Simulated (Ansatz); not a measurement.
Input for Ansatz (development build ahead of 0.2.0):

```yaml
crystal:
  periodic: [false, false, false]
  atoms:
    - { symbol: B, position_ang: [0.0, 0.0, 0.0] }
    - { symbol: O, position_ang: [0.0, 0.0, 1.265] }
    - { symbol: O, position_ang: [0.0, 0.0, -1.265] }
basis:
  gaussian: { orbitals: pcseg-2 }
magnetization:
  initial_magnetization: 1
hamiltonian:
  xc: hf
```

The input is written out in the form of the current development build from the run's settings.

Output:

* Converged: yes
* Total energy: -174.48040 hartree
* Spin squared of the determinant: 0.750
* Stability test: minimum among restricted orbitals

Caution: in another basis set an unrestricted determinant lies well below.
